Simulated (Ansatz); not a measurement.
**C2HO+: single points off equilibrium**

The task here is to estimate one member of a computed series from the others.

Program: Ansatz 0.2.0, Gaussian basis. Level of theory: single points in def2-TZVPP. These are calculated values, not measurements.

Correlated methods freeze the cores.

## Starting geometry

SMILES `[CH+]=C=O`, 4 atoms, charge 1, spin multiplicity 1.

Atoms are counted from 1 here; the program's logs count them from 0.

Bond lengths: C1–C2 1.419 Å, C1–H4 0.859 Å, C2–O3 1.225 Å. Angles: C2–C1–H4 170.4°, C1–C2–O3 177.8°.

Geometry (Å):

```xyz
4

C     0.4969   -0.4924    0.2810
C    -0.4322    0.4684   -0.1957
O    -1.1990    1.3219   -0.6258
H     1.1597   -0.9800    0.5292
```

Set-up of the first run:

Contents of run/in.yaml:

```yaml
crystal:
  periodic: [false, false, false]
  atoms:
    - {symbol: C, position_ang: [0.496900, -0.492400, 0.281000]}
    - {symbol: C, position_ang: [-0.432200, 0.468400, -0.195700]}
    - {symbol: O, position_ang: [-1.199000, 1.321900, -0.625800]}
    - {symbol: H, position_ang: [1.159700, -0.980000, 0.529200]}
basis:
  gaussian: {orbitals: def2-TZVPP}
total_charge: 1
correlation: {method: ccsd_t}
output: {forces: true}
```

No record of the launch command was kept for these runs.

Steps of the session up to this table: CCSD(T)/def2-TZVPP; PBE0-D4/def2-TZVPP; wB97M-V/def2-TZVPP; r2SCAN-D4/def2-TZVPP; PBE-D4/def2-TZVPP; r2SCAN0-D4/def2-TZVPP; HSE06-D4/def2-TZVPP.

One of the session's tables, all rows but one given; the rest of the session is left out.

| method | RMS force component (eV/Å) | angle to CCSD(T) forces (°) |
| --- | --- | --- |
| CCSD(T) | 7.936 | reference |
| PBE0-D4 | 8.211 | 3.9 |
| wB97M-V | ? | ? |
| r2SCAN-D4 | 8.065 | 1.7 |
| PBE-D4 | 7.997 | 1.6 |
| r2SCAN0-D4 | 8.257 | 5.7 |
| HSE06-D4 | 8.207 | 3.8 |

Estimate the missing values for wB97M-V.

**Answer.** RMS force component (eV/Å): 8.106; angle to CCSD(T) forces (°): 5.2. In the column «RMS force component (eV/Å)» it lies between r2SCAN-D4 (8.065) and HSE06-D4 (8.207).
